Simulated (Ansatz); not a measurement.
```yaml
crystal:
  periodic: [false, false, false]
  atoms:
    - {symbol: S, position_ang: [-0.373041, 1.780582, 0.067643]}
    - {symbol: S, position_ang: [0.015316, -1.378840, -0.016963]}
    - {symbol: S, position_ang: [-1.357804, 0.163107, 0.178296]}
    - {symbol: S, position_ang: [1.715529, -0.564848, -0.228976]}
basis:
  gaussian: {orbitals: def2-mTZVPP}
hamiltonian: {xc: {name: PBE0-DH}}
```

```sh
$ ansatz run in.yaml --threads 4 --pin off --events-out ev --progress --plain --max-ram 3916MiB
```

It prints (some lines left out):

```
Functional definition: PBE0-DH
964 factors; integrals over basis functions are off by at most 8.0e-4 eV
mean field evaluation 1: about -43319.8978 eV, gradient 2.0e1 eV
mean field evaluation 2: about -43319.8981 eV, gradient 2.0e1 eV
mean field evaluation 4: about -43321.1826 eV, gradient 1.1e0 eV
mean field evaluation 8: about -43321.1902 eV, gradient 1.7e-1 eV
mean field evaluation 16: about -43321.1903 eV, gradient 2.3e-5 eV
mean field -43321.19030605 eV, -1592.0243795898 hartree, gradient 5.7e-6 eV, S^2 0.000000; 0 other end points of the search recorded, 0 dependent functions left out; unrestricted orbitals would lower it
20 core orbitals not correlated: weight in the atoms' cores, before any rotation towards them, 1.000 or more for the frozen orbitals, at most 0.000 for the correlated occupied ones
reference -43321.19032131 eV, -1592.0243801507 hartree; 12, 12 occupied and 76, 76 virtual orbitals, 964 factors
second order -22.81368028 eV of doubles, -0.00000000 eV of singles
Total energy: -43324.04203134 eV, -1592.1291785615 hartree
```

It took 1.5 s on 4 threads of Arm Neoverse V1 on a shared host.

Correlated methods freeze 20 core orbitals. The restricted singlet is unstable: a solution with broken spin symmetry lies lower.
